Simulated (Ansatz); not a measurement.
Results of HSE06 in Ansatz (plane waves, PAW) for Li₂SrSiO₄ (P3₁21, No. 152; cell taken from a computed entry).

The run printed, among other lines:

```
WARN output.stress: scf.convergence.dr2_threshold = 2.4e-9 eV is looser than the 1.6e-9 eV advised for a printed stress (1e-10 eV for each atom of the cell …
WARN output.stress: scf.exx.energy_threshold = 1e-6 eV is looser than the 1.6e-7 eV advised for a stress under a hybrid functional (1e-8 eV for each atom of …
Crystal: 24 atoms, lattice volume = 268.995 Å³
Basis set: ecut = 460 eV, 6013 PW (Γ), exchange–correlation on 72×72×180 points (8 copies of the dense FFT grid, shifted against one another)
Bands: 90, of which v1, the nominal top of the filled ones, is band 66 counted from 1 (65 counted from 0)
Symmetry: 6 space group operations
Space group: P3121 (ITA 152), of the structure as read, at distance tolerance 6.5e-5 Å
k-points: 14 of 72 (time reversal used)
SCF iter   1: F=—  HF=-20611.890136 eV  |F-HF|=—  |Δ(HF+E_count)|=         —  Δρ=1.53e-3  dr2=2.82e-3
SCF iter   2: F=—  HF=-20611.893882 eV  |F-HF|=—  |Δ(HF+E_count)|=   3.75e-3  Δρ=7.35e-4  dr2=4.84e-4
  ...
Crystal: 24 atoms, lattice volume = 268.995 Å³
Initial density: handed on by an earlier stage of this run
  ...
--- Forces (eV/Å), atoms counted from 1 ---
  atom   1  Li    -0.01344309    -0.02366026     0.01144322
  atom   2  Li     0.02721193     0.00018808     0.01144322
  atom   3  Li    -0.01376885     0.02347219     0.01144322
  atom   4  Li    -0.01376885    -0.02347219    -0.01144322
  atom   5  Li    -0.01344309     0.02366026    -0.01144322
  atom   6  Li     0.02721193    -0.00018808    -0.01144322
  atom   7  Sr    -0.02943377    -0.00000000    -0.00000000
  atom   8  Sr     0.01471688    -0.02549039     0.00000000
  atom   9  Sr     0.01471688     0.02549039    -0.00000000
  atom  10  Si     0.01341080     0.00000000    -0.00000000
  atom  11  Si    -0.00670540     0.01161409     0.00000000
  atom  12  Si    -0.00670540    -0.01161409     0.00000000
  atom  13  O      0.10047113     0.23055158    -0.35864047
  atom  14  O     -0.24989910    -0.02826524    -0.35864047
  atom  15  O      0.14942796    -0.20228635    -0.35864047
  atom  16  O      0.14942796     0.20228635     0.35864047
  atom  17  O      0.10047113    -0.23055158     0.35864047
  atom  18  O     -0.24989910     0.02826524     0.35864047
  atom  19  O     -0.42232122    -0.01870289     0.02911049
  atom  20  O      0.22735779    -0.35638946     0.02911049
  atom  21  O      0.19496343     0.37509235     0.02911049
  atom  22  O      0.19496343    -0.37509235    -0.02911049
  atom  23  O     -0.42232122     0.01870289    -0.02911049
  atom  24  O      0.22735779     0.35638946    -0.02911049
--- Stress (GPa, compression-positive) ---
       -0.399132      -0.000000       0.000000
       -0.000000      -0.399132       0.000000
        0.000000       0.000000      -0.366591
  P = ⅓ Tr σ = -0.3883 GPa (-3.883 kbar)
```

Task: Write an input file that could have produced this run (the log leaves some choices open).

Result: One answer among several that fit: 
Ansatz 0.2 input:
```yaml
crystal:
  lattice:
    - [5.0045849058, 0.0, 0.0]
    - [-2.5022924529, 4.3340976638, 0.0]
    - [0.0, 0.0, 12.4015898916]
  atoms:
    - { symbol: Li, position: [0.664381516, 0.591112928, 0.7456476209] }
    - { symbol: Li, position: [0.408887072, 0.0732685881, 0.0789809542] }
    - { symbol: Li, position: [0.9267314119, 0.335618484, 0.4123142876] }
    - { symbol: Li, position: [0.591112928, 0.664381516, 0.2543523791] }
    - { symbol: Li, position: [0.0732685881, 0.408887072, 0.9210190458] }
    - { symbol: Li, position: [0.335618484, 0.9267314119, 0.5876857124] }
    - { symbol: Sr, position: [0.4197925656, 0.0, 0.8333333333] }
    - { symbol: Sr, position: [0.0, 0.4197925656, 0.1666666667] }
    - { symbol: Sr, position: [0.5802074344, 0.5802074344, 0.5] }
    - { symbol: Si, position: [0.2777292237, 0.0, 0.3333333333] }
    - { symbol: Si, position: [0.0, 0.2777292237, 0.6666666667] }
    - { symbol: Si, position: [0.7222707763, 0.7222707763, 0.0] }
    - { symbol: O, position: [0.5486305697, 0.5130214019, 0.107186849] }
    - { symbol: O, position: [0.4869785981, 0.0356091678, 0.4405201824] }
    - { symbol: O, position: [0.9643908322, 0.4513694303, 0.7738535157] }
    - { symbol: O, position: [0.5130214019, 0.5486305697, 0.892813151] }
    - { symbol: O, position: [0.0356091678, 0.4869785981, 0.5594798176] }
    - { symbol: O, position: [0.4513694303, 0.9643908322, 0.2261464843] }
    - { symbol: O, position: [0.0702803026, 0.7615614141, 0.9962309415] }
    - { symbol: O, position: [0.2384385859, 0.3087188885, 0.3295642749] }
    - { symbol: O, position: [0.6912811115, 0.9297196974, 0.6628976082] }
    - { symbol: O, position: [0.7615614141, 0.0702803026, 0.0037690585] }
    - { symbol: O, position: [0.3087188885, 0.2384385859, 0.6704357251] }
    - { symbol: O, position: [0.9297196974, 0.6912811115, 0.3371023918] }
basis:
  ecutwfc: 460
  ecutrho_ratio: 4
  xc_grid: 2
kpoints:
  mp_grid: { grid: [6, 6, 2] }
hamiltonian:
  xc: hse06
  dispersion: none
  pseudopotentials: { kind: paw }
scf:
  occupations: { method: fermi_dirac, width: 0.01 }
  convergence: { dr2_threshold: 0.0000000024 }
output:
  forces: true
  stress: true
  eigenvalues: true
```

The PAW data were made under PBE.

Note: cell and atoms aren't relaxed at this level (largest force component 0.42 eV/Å, pressure -0.4 GPa).

Cost on a shared machine: roughly 30 core-minutes.

Ansatz is an electronic-structure program.
